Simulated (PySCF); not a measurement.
Species: HNO.
Bonds: N1–O2 (double). Hydrogens: H3 on N1.

The same species was optimised twice, with GFN2-xTB and with PBE0-D3(BJ)/def2-SVP (PySCF), and the same property calculations (PySCF, gas phase) were run on both structures.

| coordinate | GFN2-xTB | PBE0-D3(BJ)/def2-SVP | change |
| --- | --- | --- | --- |
| N1=O2 (Å) | 1.201 | 1.189 | -0.012 |
| N1–H3 (Å) | 1.062 | 1.071 | +0.009 |
| O2–N1–H3 (°) | 112.4 | 109.0 | -3.4 |

Rotational constants: A = 595599, B = 42376, C = 39561 MHz (GFN2-xTB) against A = 554707, B = 43634, C = 40452 MHz (PBE0-D3(BJ)/def2-SVP). Point groups within 0.08 Å: Cs and Cs.

On the GFN2-xTB structure: HOMO (eV) -6.95 [PBE0/pcSseg-1]; LUMO (eV) -2.74 [PBE0/pcSseg-1]; dipole (D) 1.86 [PBE0/pcSseg-1]; GIAO shielding of N1 (ppm) -1284.4 [PBE0/pcSseg-1]; GIAO shielding of O2 (ppm) -2567.1 [PBE0/pcSseg-1].

Task: What do these properties become on the PBE0-D3(BJ)/def2-SVP structure?

Result: 
```
                                    property          level  on GFN2-xTB  on PBE0-D3(BJ)/def2-SVP  change
                                   HOMO (eV)  PBE0/pcSseg-1        -6.95                    -6.94   +0.01
                                   LUMO (eV)  PBE0/pcSseg-1        -2.74                    -2.63   +0.11
                                  dipole (D)  PBE0/pcSseg-1         1.86                     1.78   -0.08
energy, GFN2-xTB geometry as zero (kcal/mol)  PBE0/pcSseg-1          0.0                     -0.5    -0.5
                  GIAO shielding of N1 (ppm)  PBE0/pcSseg-1      -1284.4                  -1139.5  +144.9
                  GIAO shielding of O2 (ppm)  PBE0/pcSseg-1      -2567.1                  -2338.8  +228.3
```

The heavy atoms differ by 0.006 Å rms after alignment. Among all bonds N1=O2 changes most (-0.012 Å). Changes are differences of the printed values. Neither structure is proved a minimum here.
